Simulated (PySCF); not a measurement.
# C2H3F3 (Ethane, 1,1,1-trifluoro-): the cost of one run

The runs use PySCF 2.14.0, with density-fitted response routines of our own; the level of theory stands in each step. All values are computed, except where a source is named. Atoms count from 0, in the outputs and in this text.

**1. Starting geometry**

8 atoms, charge 0, multiplicity 1; geometry from: MMFF94s. The atoms were then displaced at random by about 0.03 Å, so the start is not that level's minimum.

Bonds of the start (Å): C0–C1 1.59, C1–F2 1.38, C1–F3 1.35, C1–F4 1.32, C0–H5 0.99, C0–H6 1.12, C0–H7 1.13.

**2. Optimising the geometry at PBE0-D3(BJ)/def2-SVP**

The job: settings as JSON, then the geometry in Å.

```
{"job": {"xc": "PBE0", "basis": "def2-SVP", "d3": "d3bj", "grid": 1, "shake": 0.03, "kind": "geom"}, "charge": 0, "multiplicity": 1}
C      0.836120    -0.222950     0.031520
C     -0.719940     0.119120    -0.023680
F     -1.380630    -0.658880    -0.951430
F     -0.843540     1.425860    -0.357700
F     -1.276110    -0.120640     1.154470
H      0.951360    -1.175580     0.279660
H      1.297930     0.486480     0.757420
H      1.273030     0.060940    -0.973960
```

On the command line:

```
OMP_NUM_THREADS=1 python probes_run.py task.json out
```

This one command runs all jobs of the session in turn.

Q: Estimate the wall time and peak memory of this first job on 1 thread of Arm Neoverse V1, shared host.

About 16 s, with a peak of 0.35 GiB.
